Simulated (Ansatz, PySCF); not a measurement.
Molecule: CH$_{3}$S (charge 0, doublet). It need not be the lowest isomer of its formula. 
Structure (B3LYP-D3(BJ)/def2-TZVP (Ansatz, a quantum-chemistry and plane-wave program) minimum search):
```
C
H 1 1.0766
H 1 1.0777 2 121.19
S 1 1.7159 2 121.95 3 -180.00
H 4 1.3430 1 98.20 2 0.00
```
Charge 0, spin multiplicity 2.

Dipole moments at this geometry, in debye (magnitudes).

```json
[
 {"level": "HF/def2-TZVPD", "program": "PySCF", "dipole (D)": "…"},
 {"level": "revPBE/def2-TZVPD", "program": "Ansatz", "dipole (D)": "0.83"},
 {"level": "BP86/def2-TZVPD", "program": "PySCF", "dipole (D)": "0.82"},
 {"level": "TPSS/def2-TZVPD", "program": "PySCF", "dipole (D)": "0.86"},
 {"level": "r2SCAN/def2-TZVPD", "program": "Ansatz", "dipole (D)": "0.92"},
 {"level": "PBE0/def2-TZVPD", "program": "Ansatz", "dipole (D)": "0.90"},
 {"level": "TPSSh/def2-TZVPD", "program": "PySCF", "dipole (D)": "0.89"},
 {"level": "M06-2X/def2-TZVPD", "program": "PySCF", "dipole (D)": "0.89"},
 {"level": "MN15/def2-TZVPD", "program": "PySCF", "dipole (D)": "0.91"},
 {"level": "HSE06/def2-TZVPD", "program": "Ansatz", "dipole (D)": "0.90"},
 {"level": "CAM-B3LYP/def2-TZVPD", "program": "Ansatz", "dipole (D)": "0.89"},
 {"level": "LC-wPBE/def2-TZVPD", "program": "Ansatz", "dipole (D)": "0.98"},
 {"level": "wB97X-V/def2-TZVPD", "program": "Ansatz", "dipole (D)": "0.92"},
 {"level": "CCSD(T)/aug-cc-pV(D+d)Z", "program": "Ansatz", "dipole (D)": "…"}
]
```

Question: Some entries are withheld; supply them.

Answer: 
- HF/def2-TZVPD, dipole (D): 1.14
- CCSD(T)/aug-cc-pV(D+d)Z, dipole (D): 0.86
